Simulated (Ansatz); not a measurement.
# SiNH4F (SMILES N[SiH2]F): BHLYP/aug-cc-pVDZ

What is the energy change on altering one bond length of SiNH4F at BHLYP/aug-cc-pVDZ? 

The results are computed with Ansatz 0.2.0.

67 further runs of the same task are left out: 67 set aside as unsound or not needed.

**1. The structure to begin with**

SiNH4F has 7 atoms, charge 0, and is taken as a singlet. SMILES: `N[SiH2]F`. The coordinates come from a PBE0-D4/def2-TZVP relaxation. This is one conformer, not always the lowest.

Bond lengths: N1–Si2 1.696 Å, Si2–F3 1.605 Å, N1–H4 1.006 Å, N1–H5 1.006 Å, Si2–H6 1.479 Å, Si2–H7 1.479 Å. Angles: N1–Si2–F3 114.6°, N1–Si2–H6 108.3°, N1–Si2–H7 108.3°, F3–Si2–H6 105.8°, F3–Si2–H7 105.8°, Si2–N1–H4 122.0°, Si2–N1–H5 122.0°, H6–Si2–H7 114.0°, H4–N1–H5 111.8°.

**2. A single-point energy at BHLYP/aug-cc-pVDZ**

Input file in.yaml:

```yaml
crystal:
  periodic: [false, false, false]
  atoms:
    - {symbol: "N", position_ang: [-0.761500, 0.339000, -0.625200]}
    - {symbol: Si, position_ang: [0.531100, -0.115700, 0.373400]}
    - {symbol: F, position_ang: [0.515100, -1.653900, 0.829800]}
    - {symbol: H, position_ang: [-0.786600, 0.105100, -1.603600]}
    - {symbol: H, position_ang: [-1.682200, 0.513500, -0.258400]}
    - {symbol: H, position_ang: [0.455900, 0.676200, 1.620700]}
    - {symbol: H, position_ang: [1.789400, 0.068000, -0.382300]}
basis:
  gaussian:
    orbitals: aug-cc-pVDZ
accuracy: high
hamiltonian:
  xc: {name: BHLYP}
output:
  orbitals: {seedname: orbitals}
```

Command:

```sh
$ ansatz run in.yaml --threads 1 --pin off --max-ram 3480MiB --events-out events.jsonl --progress --plain --runs-dir runs
```

Log:

```text
Warning: RAYON_NUM_THREADS=1 ignored (pool sized by the plan → 1); use --threads N
Functional definition: BHLYP
  name "BHLYP"
  parameter a = 0.5
  exchange = (1 - a)*b88_x + a*exact_x
  correlation = lyp_c
2219 factors; integrals over basis functions are off by at most 3.5e-9 eV
mean field evaluation 1: about -12144.9045 eV, gradient 5.6e1 eV
mean field evaluation 2: about -12143.4689 eV, gradient 6.0e1 eV
mean field evaluation 4: about -12150.4584 eV, gradient 6.0e-1 eV
mean field evaluation 8: about -12150.6012 eV, gradient 1.4e-1 eV
mean field evaluation 16: about -12150.6012 eV, gradient 2.0e-5 eV
mean field -12150.60122535 eV, -446.5263590584 hartree, gradient 5.9e-8 eV, S^2 0.000000; 0 other end points of the search recorded, 0 dependent functions left out
reference -12150.60126052 eV, -446.5263603507 hartree; 17, 17 occupied and 92, 92 virtual orbitals, 2219 factors
Total energy: -12150.60126052 eV, -446.5263603507 hartree
```

Wall time 5.7 s (1 thread of Intel Xeon 6975P-C (Granite Rapids), shared host); peak memory 0.38 GiB.

**3. The distorted shape at the same level**

Input file in.yaml:

```yaml
crystal:
  periodic: [false, false, false]
  atoms:
    - {symbol: N, position_ang: [-0.485305, 0.286653, -0.735234]}
    - {symbol: Si, position_ang: [0.807295, -0.168047, 0.263366]}
    - {symbol: F, position_ang: [0.791295, -1.706247, 0.719766]}
    - {symbol: H, position_ang: [-0.510405, 0.052753, -1.713634]}
    - {symbol: H, position_ang: [-1.682200, 0.513500, -0.258400]}
    - {symbol: H, position_ang: [0.732095, 0.623853, 1.510666]}
    - {symbol: H, position_ang: [2.065595, 0.015653, -0.492334]}
basis:
  gaussian: {orbitals: aug-cc-pVDZ}
hamiltonian: {xc: {name: BHLYP}}
accuracy: high
output: {orbitals: {seedname: orbitals}}
```

Command:

```sh
$ ansatz run in.yaml --threads 1 --pin off --max-ram 3480MiB --events-out events.jsonl --progress --plain --runs-dir runs
```

Log:

```text
Warning: RAYON_NUM_THREADS=1 ignored (pool sized by the plan → 1); use --threads N
[... 5 set-up lines as earlier in the session ...]
2237 factors; integrals over basis functions are off by at most 3.7e-9 eV
mean field evaluation 1: about -12143.4730 eV, gradient 5.5e1 eV
mean field evaluation 2: about -12140.5784 eV, gradient 6.4e1 eV
mean field evaluation 4: about -12149.1869 eV, gradient 2.6e0 eV
mean field evaluation 8: about -12149.3318 eV, gradient 2.3e-1 eV
mean field evaluation 16: about -12149.3319 eV, gradient 2.1e-5 eV
mean field -12149.33190550 eV, -446.4797124140 hartree, gradient 4.7e-8 eV, S^2 0.000000; 0 other end points of the search recorded, 0 dependent functions left out
reference -12149.33194116 eV, -446.4797137246 hartree; 17, 17 occupied and 92, 92 virtual orbitals, 2237 factors
Total energy: -12149.33194116 eV, -446.4797137246 hartree
```

It took 5.7 s on 1 thread of Intel Xeon 6975P-C (Granite Rapids), shared host; peak memory 0.39 GiB.

**4. What came out**

Level: BHLYP/aug-cc-pVDZ.

```
                                                         quantity          value
                                        first shape: total energy  -446.52636 Eh
                                         first shape: HOMO energy       -9.54 eV
                                         first shape: LUMO energy        0.05 eV
                                       first shape: HOMO–LUMO gap        9.59 eV
                                    distorted shape: total energy  -446.47971 Eh
                                     distorted shape: HOMO energy       -9.41 eV
                                     distorted shape: LUMO energy       -0.32 eV
                                   distorted shape: HOMO–LUMO gap        9.09 eV
energy change with the N1–H5 bond stretched from 1.006 to 1.308 Å       1.269 eV
```

What this shows: With the N1–H5 bond stretched from 1.006 to 1.308 Å the energy rises by 1.27 eV (29 kcal/mol). The first shape isn't relaxed at this level, so the change isn't measured from a minimum.
